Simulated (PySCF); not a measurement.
dichloromethane (CH₂Cl₂), SMILES ClCCl. Atoms are numbered in the order given.

```xyz
5

Cl    -1.4688     0.0000     0.2146
C      0.0000     0.0000    -0.7593
Cl     1.4688     0.0000     0.2146
H      0.0000     0.8970    -1.3708
H      0.0000    -0.8970    -1.3708
```
Charge 0, spin multiplicity 1.

Geometry: PBE0-D3(BJ)/def2-TZVP.

Two levels are set side by side: PBE/pcSseg-2 (PySCF) and KT2/pcSseg-2 (PySCF). GIAO shifts against HCl (³⁵Cl), TMS (¹H), TMS (¹³C) at the same level; non-relativistic, no solvent, atoms listed together averaged. Without spin–orbit terms, shifts of atoms bonded to Cl or Br come out too high at both levels. Differences are taken from unrounded values.

| quantity | KT2 |
|---|---|
| δ(³⁵Cl) of Cl1, Cl3 (ppm) | 212.4 |
| δ(¹³C) of C2 (ppm) | 70.2 |
| δ(¹H) of H4, H5 (ppm) | 5.76 |

Q: What does PBE give, and how far is it from KT2? (The exact figures need the calculation; the answer reports its results.)

A: 
| quantity | PBE | PBE minus KT2 |
|---|---|---|
| δ(³⁵Cl) of Cl1, Cl3 (ppm) | 216.9 | 4.5 |
| δ(¹³C) of C2 (ppm) | 71.8 | 1.5 |
| δ(¹H) of H4, H5 (ppm) | 5.70 | -0.07 |

Rough cost on one machine, each run with all the roots and properties that it gave: KT2 against PBE within a factor of 2.
